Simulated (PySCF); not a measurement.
CH₄O, SMILES OC. Atoms are numbered in the order given.

```xyz
6

C     -0.0200     0.6641     0.0000
O      0.1223    -0.7474     0.0000
H     -0.5456     1.0252     0.8926
H      0.9863     1.0847     0.0000
H     -0.5456     1.0252    -0.8926
H     -0.7537    -1.1408     0.0000
```

The structure is a stationary point at ωB97X-D3(BJ)/def2-TZVP.

The numbers are results of PBE/def2-TZVPD run with PySCF, not measurements.

Symmetry labels are those of the subgroup Cs that the program uses (full group Cs).

Computed valence orbital energies around the gap with their symmetry:
```
orbital  symmetry  energy (eV)
-------  --------  -----------
HOMO−7         A'      -269.96
HOMO−6         A'       -25.49
HOMO−5         A'       -16.86
HOMO−4         A'       -12.55
HOMO−3         A"       -10.65
HOMO−2         A'       -10.38
HOMO−1         A'        -8.00
HOMO           A"        -6.29
LUMO           A'        -0.43
LUMO+1         A'         0.39
LUMO+2         A"         1.33
LUMO+3         A'         1.39
```
